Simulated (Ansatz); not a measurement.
Cartesian coordinates (Å):
```xyz
3

C     -0.0215    -0.3073     0.0000
N      1.0123    -0.8195     0.0000
H     -0.9889     0.1718     0.0000
```
Charge +1, spin multiplicity 2.

Calculation: frozen-core CCSD(T)/def2-TZVPP // PBE0-D4/def2-SVP in Ansatz (an electronic-structure program). The geometry is that of the parent before the electron was removed.

- HF energy: -92.47177 Ha
- MP2 correlation energy: -0.26803 Ha

Task: Estimate the CCSD correlation energy, the (T) correction, the total energy and the T1 diagnostic.

Result: 
```
Quantity                        Value
-----------------------  ------------
CCSD correlation energy   -0.29004 Ha
(T) correction            -0.01201 Ha
CCSD(T) total energy     -92.77382 Ha
T1 diagnostic                   0.014
```
